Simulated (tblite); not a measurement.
Input of a run (GFN2-xTB geometry optimisation, gas phase (tblite 0.8.0)), started from a force field or distance geometry:
```
{"job": {"kind": "relax", "xc": "GFN2-xTB", "basis": "xTB"}, "charge": -1, "multiplicity": 2}
C      2.731700     0.284100     0.216400
C      1.497700     1.101400     0.104600
C      0.280200     0.683700     0.196400
C     -0.209900    -0.641400     0.390400
C     -1.543400    -0.816700     0.450300
C     -2.426500     0.381500     0.274800
H      2.729600    -0.620400    -0.402700
H      3.649500     0.885200     0.050400
H      2.787200    -0.064600     1.284100
H      0.423300    -1.527600     0.524800
H     -2.000800    -1.774300     0.590300
H     -3.128500     0.223300    -0.589400
H     -1.816900     1.253200    -0.015000
H     -2.973900     0.632300     1.182300
```

Output (eV, eV/Å):
```
step      E/eV     max force
  0    -459.46976    1.443
  1    -459.54358    1.201
  2    -459.58278    0.567
  3    -459.61946    0.581
  4    -459.66606    0.422
  5    -459.68376    0.586
  6    -459.70926    0.599
  7    -459.73523    0.545
  8    -459.76705    0.522
  9    -459.79858    0.484
 10    -459.83526    0.562
 11    -459.87215    0.675
 12    -459.93401    0.788
 13    -460.02092    0.903
 14    -460.11474    0.984
 15    -460.20494    0.806
 16    -460.31243    0.939
 17    -460.41513    0.764
 18    -460.51544    0.764
 19    -460.57953    0.790
 20    -460.56775    1.267
 21    -460.63657    0.487
 22    -460.65599    0.404
 23    -460.71233    0.329
 24    -460.74441    0.418
 25    -460.76916    0.388
 26    -460.79158    0.359
 27    -460.81378    0.408
 28    -460.82760    0.322
 29    -460.83924    0.335
 30    -460.85012    0.315
 31    -460.86220    0.372
 32    -460.87755    0.411
 33    -460.89747    0.377
 34    -460.91943    0.393
 35    -460.93919    0.416
 36    -460.95621    0.407
 37    -460.97344    0.423
 38    -460.99712    0.389
 39    -461.02564    0.419
 40    -461.05141    0.498
 41    -461.07530    0.424
 42    -461.09700    0.459
 43    -461.12179    0.357
 44    -461.13941    0.336
 45    -461.15641    0.285
 46    -461.16623    0.245
 47    -461.17399    0.238
 48    -461.18246    0.221
 49    -461.18996    0.265
 50    -461.19460    0.156
 51    -461.19786    0.124
 52    -461.20060    0.105
 53    -461.20200    0.093
 54    -461.20328    0.081
 55    -461.20420    0.082
 56    -461.20495    0.079
 57    -461.20536    0.047
 58    -461.20558    0.037
 59    -461.20576    0.036
 60    -461.20603    0.051
 61    -461.20635    0.048
 62    -461.20667    0.042
 63    -461.20691    0.046
 64    -461.20708    0.042
 65    -461.20723    0.034
 66    -461.20740    0.035
 67    -461.20754    0.036
 68    -461.20765    0.030
 69    -461.20776    0.027
 70    -461.20788    0.037
 71    -461.20804    0.036
 72    -461.20820    0.035
 73    -461.20835    0.036
 74    -461.20849    0.029
 75    -461.20863    0.033
 76    -461.20875    0.025
 77    -461.20882    0.019
 78    -461.20885    0.019
 79    -461.20888    0.015
 80    -461.20889    0.010
```

Summarise the run.

The energy falls by 167.8 kJ/mol over 80 L-BFGS steps, the largest force on an atom goes from 1.44 to 0.010 eV/Å, and the atoms move by 0.901 Å rms after alignment. The bond that changes most is C3–C4 (ends: carbon bonded to 2 C; carbon bonded to 2 C and H), which shortens by 0.059 Å. Bonds longer at the end by more than 0.005 Å: 3 of 13; shorter: 7. Among the angles that change most is C2–C3–C4, from 129.4° to 163.0°. Among the dihedrals that turn most is H7–C1–C2–C3, from 49° to 114°. The energy rose by more than 1e-5 eV at step 20. The first step brought 4 % of the lowering.

What are the final bond lengths?

C1–C2 1.480 Å, C2=C3 1.250 Å, C3–C4 1.367 Å, C4=C5 1.402 Å, C5–C6 1.491 Å, C1–H7 1.098 Å, C1–H8 1.098 Å, C1–H9 1.107 Å, C4–H10 1.095 Å, C5–H11 1.086 Å, C6–H12 1.104 Å, C6–H13 1.089 Å, C6–H14 1.107 Å. Numbering counts from 1 in the input's order; the species is `C/[C-]=[C]/C=C\C` [radical].

Hardware: one thread of an Intel Xeon at 2.70 GHz, shared host with 64 logical CPUs at a one-minute load of 57. Cost: 0.4 s wall.

Its GFN2-xTB frequencies are all real (lowest 46 cm⁻¹). Whether the extra electron is bound in the gas phase wasn't checked; a finite basis holds it in any case.

One conformer stands for the species.

The numbers are calculated, not measured.
